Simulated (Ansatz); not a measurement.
`NC(N)(F)SS` → C• + F• + 5 H• + 2 N• + 2 S•  (atomization)

Calculated with Ansatz (gas phase, PBE0-D4/def2-TZVP geometries, no zero-point term in ΔE). CCSD(T)/CBS is the MP2 limit (def2-TZVPP, def2-QZVPP) plus CCSD(T) − MP2 in def2-TZVPP, frozen cores. This one scheme is used for every species, atoms too. Functionals use def2-TZVPP. No spin–orbit coupling; open shells (•) take unrestricted orbitals. Spin–orbit coupling would lower the free atoms: a little for C, F, S. Each species was taken in one conformer, which may not be the lowest.

```tsv
species	PBE0 energy (Eh)
`NC(N)(F)SS`	-1046.45434
C•	-37.80537
F•	-99.67617
H•	-0.50104
N•	-54.54382
S•	-397.97374
```

**Question.** Work out ΔE.

**Answer.** ΔE = 5 × (-0.50104) + 2 × (-54.54382) + 2 × (-397.97374) + (-37.80537) + (-99.67617) − (-1046.45434) = 1.43248 Eh = +898.9 kcal/mol. CCSD(T)/CBS gives +897.1 kcal/mol.

Largest T1 diagnostic among the species: 0.012.

The D4 term adds +11.2 kcal/mol with B3LYP and +5.9 kcal/mol with PBE0; it sums over pairs of atoms, weighted by their polarisabilities, and B3LYP, whose exchange is more repulsive, gets the larger term. From PBE to PBE0 (25 % exact exchange), in def2-TZVPP and without D4, ΔE moves by −30.6 kcal/mol: exact exchange takes away binding that semilocal exchange gives to molecules.

B3LYP here is the variant with VWN-RPA as its local correlation; programs differ in this.

For atomizations the MP2-based limit and the directly extrapolated one differ by several kJ/mol either way, and by 10 to 25 for some Ge, Se and Sn compounds, so smaller differences from it don't rank the levels.
